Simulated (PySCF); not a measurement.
Caution: the highest occupied level lies above zero, so the state may not be bound.

```xyz
3

C     -0.0784    -0.4657     0.0000
O      1.0328     0.0692     0.0000
H     -0.9544     0.3966     0.0000
```

Charge -1, multiplicity 1.

Question: Give the Mulliken and meta-Löwdin atomic charges from PBE-D3(BJ)/def2-TZVPD // B3LYP-D3(BJ)/def2-TZVPD in PySCF.

Answer: 
```csv
atom,Mulliken (e),meta-Löwdin (e)
C1,-0.61,-0.33
O2,-0.32,-0.51
H3,-0.07,-0.16
```
